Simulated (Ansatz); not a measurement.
## A barrier at the coupled-cluster level

Start structure (Si$_{2}$H$_{5}$, doublet), relaxed at PBE0-D4/def2-TZVP:

```
atom    x (Å)    y (Å)    z (Å)
  H1   1.1094  -0.0478   1.6039
 Si2   0.7238  -0.5807   0.2671
 Si3  -1.0319   0.5985  -0.6974
  H4   1.9067  -0.5064  -0.6305
  H5   0.3229  -2.0037   0.4241
  H6  -2.3135   0.5235   0.0560
  H7  -0.7174   2.0164  -1.0232
```

The step: Si₂H₅ ([SiH2][SiH3]) → Si₂H₅ ([SiH2][SiH3]); bonds formed: H1–Si3; bonds broken: H1–Si2. Computed with Ansatz 0.2.0 (basis: def2-TZVPP and def2-QZVPP); correlated methods freeze the cores; orbitals are unrestricted. Extrapolation: Hartree–Fock as exp(−7.88 √X), correlation as X^−2.97. Energies below are by CCSD(T) at an estimated basis limit (MP2 extrapolated from triple and quadruple zeta, plus CCSD(T) − MP2 in triple zeta).

Q: What are the electronic barrier and the energy of the step, from the start structure to the end structure? (To be estimated.)

A: The calculation gives: Barrier 30.68 kcal/mol; step energy 0.00 kcal/mol (both ends alike: a degenerate step); reverse barrier, their difference, 30.68 kcal/mol. Barrier and step energy count from the start structure, the reverse barrier from the end structure.

The saddle point: One imaginary mode of 235i cm⁻¹.
```json
{"pair": "H1–Si3", "start (Å)": "3.21", "saddle (Å)": "1.69", "end (Å)": "1.49"}
{"pair": "H1–Si2", "start (Å)": "1.49", "saddle (Å)": "1.70", "end (Å)": "3.21"}
```

Zero-point energy (harmonic, PBE0-D4): ZPE is 24.70 kcal/mol at the start and 23.40 kcal/mol at the saddle, so the barrier goes from 30.68 to 29.38 kcal/mol.

First-order rate constant out of the start structure at 898 K by transition-state theory, with harmonic vibrational free energies alone and no tunnelling: ΔA‡ = 30.48 kcal/mol, so k = (kB T/h) exp(−ΔA‡/kB T) ≈ 10^6 s⁻¹ (an order of magnitude at best: rotation, the number of equivalent paths and anharmonicity are left out).

T1 diagnostic: at most 0.028. ⟨S²⟩ of the unrestricted Hartree–Fock references: 0.76 to 0.87 (a pure state has 0.75). The unrestricted reference is spin-contaminated, which hurts MP2 most.

Labels in which every atom is bracketed show which atoms are joined, not bond orders.

For scale, one of the runs: CCSD(T)/def2-TZVPP, 154 basis functions, launched by `ansatz run in.yaml --threads 2 --pin off --events-out ev --progress --plain --max-ram 4352MiB`. The run took 38 s on 2 CPU threads of an Arm Neoverse V1 (shared host), with 2.1 GiB of host memory at its peak.
